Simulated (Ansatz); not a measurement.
Abridged output of a molecular run in Ansatz:

```
Functional definition: HF
1648 factors; integrals over basis functions are off by at most 8.2e-4 eV
mean field evaluation 1: about -6969.1632 eV, gradient 3.8e1 eV
mean field evaluation 2: about -6969.3656 eV, gradient 3.8e1 eV
mean field evaluation 4: about -6973.0095 eV, gradient 4.3e0 eV
mean field evaluation 8: about -6973.0640 eV, gradient 2.4e-1 eV
mean field -6973.06416463 eV, -256.2553815374 hartree, gradient 2.0e-6 eV, S^2 0.000000; 0 other end points of the search recorded, 0 dependent functions left out
5 core orbitals not correlated: weight in the atoms' cores, before any rotation towards them, 1.000 or more for the frozen orbitals, at most 0.000 for the correlated occupied ones
reference -6973.06416463 eV, -256.2553815374 hartree; 16, 16 occupied and 260, 260 virtual orbitals, 1648 factors
second order -25.90207398 eV of doubles, -0.00000000 eV of singles
cycle   1  -26.53292809 eV  change   -6.3e-1 eV  update   9.5e-2
cycle   2  -27.09939088 eV  change   -5.7e-1 eV  update   2.7e-2
cycle   3  -27.21375675 eV  change   -1.1e-1 eV  update   1.2e-2
cycle   4  -27.20911459 eV  change    4.6e-3 eV  update   2.5e-3
cycle   5  -27.20880820 eV  change    3.1e-4 eV  update   9.1e-4
cycle   6  -27.20928543 eV  change   -4.8e-4 eV  update   2.3e-4
cycle   7  -27.20927227 eV  change    1.3e-5 eV  update   8.2e-5
cycle   8  -27.20924236 eV  change    3.0e-5 eV  update   2.2e-5
perturbative correction -0.96142335 eV, -0.0353316566 hartree
Total energy: -7001.23483034 eV, -257.2906344077 hartree
```

Its atoms:

Z-matrix (Å, degrees):
```
C
C 1 1.518
H 1 1.092 2 111.5
H 1 1.094 2 111.3 3 120.2
H 1 1.094 2 111.1 3 -120.0
C 2 1.520 1 112.7 3 -179.9
H 2 1.094 1 109.9 3 58.3
H 2 1.096 1 109.8 3 -58.2
C 6 1.506 2 113.6 1 -179.1
H 6 1.097 2 110.0 1 60.1
H 6 1.096 2 110.1 1 -56.9
F 9 1.387 6 110.4 2 63.3
H 9 1.096 6 111.3 2 -55.7
H 9 1.094 6 111.5 2 -177.5
```

Question: Which basis set was used?
A. def2-TZVPP
B. cc-pV(Q+d)Z
C. def2-TZVPPD
D. def2-SVP

Answer: A. It gives 281 functions.

Question: Write the keys of the input that set method, charge and spin (a neutral closed shell needs none for the last two).

Answer: 
```yaml
correlation: {method: ccsd_t}
```
